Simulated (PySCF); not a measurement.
# PySCF run on BS

The script input.py:

```python
from pyscf import gto, scf

mol = gto.M(
    atom='B 0 0 0; S 0 0 1.701',
    basis='def2-svpd',
    charge=0,
    spin=1,
    verbose=3,
)
mf = scf.UHF(mol)
mf.kernel()
mf.nuc_grad_method().kernel()
mf.dip_moment()
print('orbital energies (hartree):', [e[max(0, n-3):n+3].round(4) for e, n in zip(mf.mo_energy, mol.nelec)])
```

```bash
$ OMP_NUM_THREADS=1 python input.py
```

It prints (some set-up lines and the per-cycle HOMO/LUMO lines with their warnings removed):

```
converged SCF energy = -422.019367218204  <S^2> = 0.88525563  2S+1 = 2.1309675
--------------- UHF gradients ---------------
         x                y                z
0 B     0.0000000000    -0.0000000000    -0.0704892261
1 S    -0.0000000000     0.0000000000     0.0704892261
----------------------------------------------
Dipole moment(X, Y, Z, Debye):  0.00000,  0.00000, -1.73790
orbital energies (hartree): [array([-0.4661, -0.392 , -0.392 ,  0.0411,  0.0411,  0.0806]), array([-0.5364, -0.4135, -0.4135, -0.0091,  0.0922,  0.0922])]
```

In short: E(SCF) = -422.019367 Eh, ⟨S²⟩ = 0.885, μz(SCF) = -1.74 D, gradient on the second atom 0.0705 Eh/bohr.

It ran on Arm Neoverse N1 (1 thread, shared host) in 2.2 s, peak memory 0.12 GiB.

The bond length is a typed value, not an optimised one. No search for the lowest solution was made.
